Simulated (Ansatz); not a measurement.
## Two structures, one formula

Two relaxed structures of AlNH5S (charge +1), closed shell (PBE0-D4/def2-TZVP; forces vanish, vibrations not checked).

A:

```xyz
8
angstrom
N -0.2539 0.2450 0.5474
Al -0.5470 0.9085 -1.1701
S 0.5562 -1.0775 1.0225
H 0.1528 -0.0662 -2.1813
H -1.3868 2.2228 -1.1918
H -0.6200 0.7093 1.3726
H 0.0992 -2.0693 0.2161
H 1.7454 -1.0087 0.3709
```

B:

```
atom    x (Å)    y (Å)    z (Å)
  N1  -0.9915   0.8239  -0.8838
 Al2   0.0073   0.3870   0.7730
  S3   0.8944  -1.5293   0.4851
  H4  -0.8924   0.1122  -1.6092
  H5  -0.6899   1.7076  -1.2987
  H6  -0.1205   1.5323   1.8196
  H7  -1.9941   0.9298  -0.7166
  H8   1.4610  -1.5337   1.7085
```

Program: Ansatz 0.2.0. Basis: def2-TZVPP. Cores are frozen in the correlated methods. B3LYP uses VWN-RPA correlation.

(1) Which structure is lower at CCSD(T), and by how much? (Judge from chemistry; the value comes from the calculation.)

T1 diagnostic: at most 0.012.

Results:

(1) By the calculation: B, by 72.30 kcal/mol (electronic energy, against the other). By their contacts, A is AlNH₅S ([AlH2][NH][SH2]), total charge +1 and B is AlNH₅S ([NH3][AlH][SH]), total charge +1.

All methods give the same order:

```
   method  E(B) − E(A) (kcal/mol)
   PBE-D4                  -69.70
r2SCAN-D4                  -71.76
  PBE0-D4                  -71.27
 B3LYP-D4                  -69.53
  wB97M-V                  -70.93
       HF                  -71.34
      MP2                  -73.18
     CCSD                  -72.35
  CCSD(T)                  -72.30
```

Labels in which every atom is bracketed show which atoms are joined, not bond orders.

For scale, one of the runs: CCSD(T)/def2-TZVPP, 185 basis functions, launched by `ansatz run in.yaml --threads 2 --pin off --events-out ev --progress --plain --max-ram 4352MiB`. The run took 28 s on 2 CPU threads of an Arm Neoverse V1 (shared host), with 1.7 GiB of host memory at its peak.
